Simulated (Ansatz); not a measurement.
**CHClN, doublet: from triple and quadruple zeta to the limit**

```yaml
atoms:
  - { symbol: Cl, position_ang: [0.0000, 0.0000, -2.2908] }
  - { symbol: H, position_ang: [0.0000, 0.0000, -0.3498] }
  - { symbol: N, position_ang: [0.0000, 0.0000, 1.9003] }
  - { symbol: C, position_ang: [0.0000, 0.0000, 0.7402] }
```

Connectivity, by distances: Cl ··· N–CH.

Ansatz 0.2.0, UHF determinant, valence electrons correlated. Energies in eV.

```csv
set,X,functions,Hartree–Fock,MP2 correlation,CCSD(T) correlation,time
def2-TZVPP,3,118,-15030.7770,-13.8933,-15.2764,14 s on 1 × NVIDIA H100 80GB HBM3 with 1 thread of AMD EPYC 7R13 Processor (Zen 3) (shared host)
def2-QZVPP,4,214,-15031.2206,-14.9776,-16.3027,"39 s on 1 × NVIDIA H100 80GB HBM3 with 1 thread of AMD EPYC 7R13 Processor (Zen 3), with other jobs on the host"
```

Hartree–Fock is taken to follow E(X) = E∞ + A·exp(−7.88·√X), correlation E(X) = E∞ + B·X^−2.97.

Work out the CCSD(T) energy at the limit, and how far the shortcut misses it that extrapolates MP2 and adds CCSD(T) minus MP2 from the smaller set.

Hartree–Fock: E∞ = E4 + 0.1377·(E4 − E3) = -15031.2817. Correlation: E∞ = E4 + 0.7407·(E4 − E3) = -17.0629 for CCSD(T) and -15.7808 for MP2. The limit is -15048.3446 eV, 0.821 eV below def2-QZVPP. The shortcut gives a correlation energy of -15.7808 + (-1.3831) = -17.1639, 101 meV lower than the direct value.

Past Ne part of the Hartree–Fock step between the two sets comes from the cores, which don't follow the formula, so the 61 meV that it adds to the total can overshoot; that part largely cancels in differences.
